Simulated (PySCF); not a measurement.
# Shapes and spin states of SiN2

Method: PBE0/[Si def2-TZVP, N def2-TZVP], no relativity, density fitting, PySCF.

Relaxations began from a few typed shapes and spin states; open shells are unrestricted. The search is not exhaustive: other isomers or separated fragments can lie lower, and high-lying points may rest on an excited occupation.

Q: Order these stationary points by electronic energy, lowest first, in kJ/mol from the lowest minimum.
A. triplet C∞v: N–N 1.137 Å, Si–N 1.741 Å; N–N–Si 180.0°
B. triplet C2v: N–N 1.091 Å; 
C. singlet (closed shell, unstable to spin polarisation) D∞h: Si–N 1.626 Å (×2); N–Si–N 180.0°
D. triplet (⟨S²⟩ 2.21) D∞h: Si–N 1.640 Å (×2); N–Si–N 180.0°
E. broken-symmetry Ms = 0 (⟨S²⟩ 1.09) D∞h: Si–N 1.632 Å (×2); N–Si–N 180.0°

A: A (0.0), B (88.5), D (384.2), E (428.8), C (531.9).

Q: Which of them are minima?

A: By energy in kJ/mol, 0.0: minimum; 88.5: saddle point, 1 imaginary mode; 384.2: minimum; 428.8: minimum; 531.9: minimum of the closed-shell surface only.

The electron or spin density has lower symmetry than the nuclear frame for the broken-symmetry Ms = 0 (⟨S²⟩ 1.09) D∞h at 428.8 kJ/mol, singlet (closed shell, unstable to spin polarisation) D∞h at 531.9 kJ/mol.
